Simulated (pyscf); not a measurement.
H₂N–Nb(SH)(Cl)(Cl)–Cl → HN=Nb(Cl)(Cl)–Cl + H₂S, an elimination (singlet surface; H–N, Nb–S broken, H–S formed). PySCF, gas phase, ωB97X-D3(BJ)/def2-SVP geometries. Energies in kJ/mol from the reactant's lowest minimum found.

Small-basis levels: PySCF, no dispersion term, spherical d functions. 

Question: In single points BP86/6-31G*+LANL2DZ puts the saddle at 123.8 kJ/mol and the reaction energy at +45.4 kJ/mol. Should these be trusted to within a few kcal/mol? Compare with ωB97M-D3(BJ)/def2-TZVP.

Answer: ωB97M-D3(BJ)/def2-TZVP gives ΔE‡ = 115.3 kJ/mol and ΔE = +39.0 kJ/mol. BP86/6-31G*+LANL2DZ lies 8.5 kJ/mol over it in the barrier and 6.3 kJ/mol over it in the reaction energy, so on this step it holds to within 12.6 kJ/mol. ωB97M-D3(BJ)/def2-TZVP has limits of its own. On the product side the descent ends in an adduct with a Nb–S contact, 52.3 kJ/mol under the separated species and 104.3 kJ/mol under the saddle at ωB97X-D3(BJ)/def2-TZVP. What is counted as broken (Nb–S) persists as a longer contact in the product adduct; parting that adduct is a step of its own. At the saddle there is also a short H–Nb contact that neither side keeps. One saddle was located; it need not be the lowest between these sides. In the def2 sets elements past Kr carry core potentials, without spin-orbit coupling.
